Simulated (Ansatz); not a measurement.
Geometry optimisation, Ansatz, UKS PBE0-D4/def2-SVP.

input.yaml

```yaml
crystal:
  periodic: [false, false, false]
  atoms:
    - { symbol: H, position_ang: [-1.005352, 0.71393, -0.702879] }
    - { symbol: C, position_ang: [0.579636, -0.900865, 0.022843] }
    - { symbol: Cl, position_ang: [1.463945, -2.249168, -0.517] }
    - { symbol: Cl, position_ang: [-0.154358, -0.976767, 1.567172] }
    - { symbol: O, position_ang: [-0.802755, 1.638067, -0.50274] }
    - { symbol: H, position_ang: [0.896506, 0.091616, -0.311295] }
    - { symbol: H, position_ang: [-0.977621, 1.683187, 0.443899] }
magnetization:
  spin_polarized: true
  initial_magnetization: 1
basis:
  gaussian: { orbitals: def2-SVP }
hamiltonian:
  xc: pbe0
  dispersion: d4
relax:
  f_tol: 0.03
  max_steps: 50
```

Run as:

```bash
$ ansatz run input.yaml --threads 2 --pin off --max-ram 3072MiB --backend cpu --events-out ev --progress --plain --runs-dir out
```

Question: Where does it end, and by what steps?

Answer: It converged. After 15 steps the energy has fallen by 0.088 eV; H1 moved furthest, 0.83 Å.

```tsv
step	energy less start (eV)	largest force component (eV/Å)	accepted
0	0.0000	0.210	yes
1	-0.0216	1.021	yes
2	-0.0350	0.974	yes
3	-0.0534	0.553	yes
4	-0.0510	1.273	no
5	-0.0677	0.208	yes
6	-0.0776	0.106	yes
7	-0.0852	0.032	yes
8	-0.0858	0.034	yes
9	-0.0283	1.979	no
10	-0.0860	0.069	yes
11	-0.0872	0.075	yes
12	-0.0873	0.165	yes
13	-0.0877	0.045	yes
14	-0.0878	0.064	yes
15	-0.0879	0.002	yes
```

```xyz
7
Properties=species:S:1:pos:R:3
H -1.475 1.383 -0.848
C 0.605 -1.098 0.018
Cl 1.891 -2.187 -0.186
Cl -0.173 -1.011 1.543
O -0.658 1.683 -0.435
H 0.573 -0.179 -0.576
H -0.762 1.408 0.484
```

Whether the end is a true minimum wasn't checked by a vibrational analysis.

Time of the run: 33 s on 2 threads of AMD EPYC 7B13 (Zen 3), on a shared host, peak memory 0.23 GiB.
